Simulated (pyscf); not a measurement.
Single points on ωB97X-D3(BJ)/def2-SVP structures (PySCF, gas phase).

SMILES: CC(C)=CBr
```xyz
12

C     -0.7914    -0.1731    -2.2786
C     -0.4741    -0.8055    -0.9519
C     -0.3569     0.1409     0.2182
C     -0.2969    -2.1158    -0.7552
Br    -0.4057    -3.4328    -2.1001
H     -1.7608     0.3504    -2.2254
H     -0.8352    -0.9102    -3.0903
H     -0.0299     0.5843    -2.5292
H     -0.1365    -0.3867     1.1574
H     -1.2939     0.7080     0.3494
H      0.4437     0.8779     0.0373
H     -0.0691    -2.5366     0.2265
```

**Question.** What is the homolytic dissociation enthalpy (298 K, ωB97M-D3(BJ)/def2-TZVP) of the C–C bond of `[CH3][C]([CH3])=[CH][Br]`, to CH₃• + H₃C–C•=CH–Br?

**Answer.** C–C to CH₃• + H₃C–C•=CH–Br: 97.6 kcal/mol. The 7 functionals that were run give +87.7 (r²SCAN) to +98.5 kcal/mol (ωB97X-D3(BJ)). The radicals are drawn with the spin at the cut bond; how far it spreads was not checked. H₃C–C•=CH–Br lies 19.0 kcal/mol over its isomer •H₂C–CH=CH–Br, and others may lie lower still (electronic energy, ωB97M-D3(BJ)). Elements up to Kr have no core potential and no relativistic terms here.
